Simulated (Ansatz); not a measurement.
Geometry optimisation, UKS r2SCAN/def2-SVP in Ansatz.

The input (input.yaml):

```yaml
crystal:
  periodic: [false, false, false]
  atoms:
    - { symbol: H, position_ang: [-0.297714, -0.008948, 0.112741] }
    - { symbol: "N", position_ang: [-1.223547, -0.837839, -1.847683] }
    - { symbol: Si, position_ang: [0.49194, 0.491791, 1.220462] }
    - { symbol: H, position_ang: [-0.784967, -0.068787, -2.391103] }
    - { symbol: H, position_ang: [-0.488001, -1.56948, -1.899608] }
    - { symbol: H, position_ang: [-0.389539, 1.22377, 2.17411] }
    - { symbol: H, position_ang: [1.543939, 1.418709, 0.706704] }
    - { symbol: H, position_ang: [1.147789, -0.649216, 1.924377] }
magnetization:
  spin_polarized: true
  initial_magnetization: 1
basis:
  gaussian: { orbitals: def2-SVP }
hamiltonian:
  xc: r2scan
relax:
  f_tol: 0.03
  max_steps: 50
```

Command:

```bash
$ ansatz run input.yaml --threads 2 --pin off --max-ram 3072MiB --backend cpu --events-out ev --progress --plain --runs-dir out
```

Task: Where does it end, and by what steps?

Result: It converged. The force dipped under the threshold on the way, but the program's further checks kept it going. After 24 steps the energy has fallen by 0.044 eV; H1 moved furthest, 1.05 Å.

```csv
step,energy less start (eV),largest force component (eV/Å),accepted
0,0.0000,0.668,yes
1,-0.0101,0.797,yes
2,0.0194,1.442,no
3,-0.0227,0.076,yes
4,-0.0249,0.018,yes
5,-0.0246,0.094,no
6,-0.0253,0.024,yes
7,-0.0257,0.039,yes
8,-0.0264,0.138,yes
9,-0.0272,0.060,yes
10,-0.0283,0.056,yes
11,-0.0266,0.260,no
12,-0.0299,0.031,yes
13,-0.0310,0.111,yes
14,-0.0319,0.127,yes
15,-0.0329,0.231,yes
16,-0.0341,0.306,yes
17,-0.0362,0.296,yes
18,-0.0379,0.222,yes
19,-0.0401,0.124,yes
20,-0.0403,0.141,yes
21,-0.0431,0.019,yes
22,-0.0434,0.066,yes
23,-0.0436,0.033,yes
24,-0.0436,0.022,yes
```

```xyz
8
Properties=species:S:1:pos:R:3
H -1.167 0.316 0.613
N -0.808 -0.882 -1.948
Si 0.238 0.489 1.083
H -0.206 -0.046 -2.055
H -0.200 -1.504 -1.387
H 0.258 1.115 2.435
H 0.977 1.356 0.119
H 0.907 -0.844 1.140
```

Time of the run: 39 s on 2 threads of AMD EPYC 7R43 64-Core Processor (Zen 3), with other jobs on the host, peak memory 0.17 GiB.
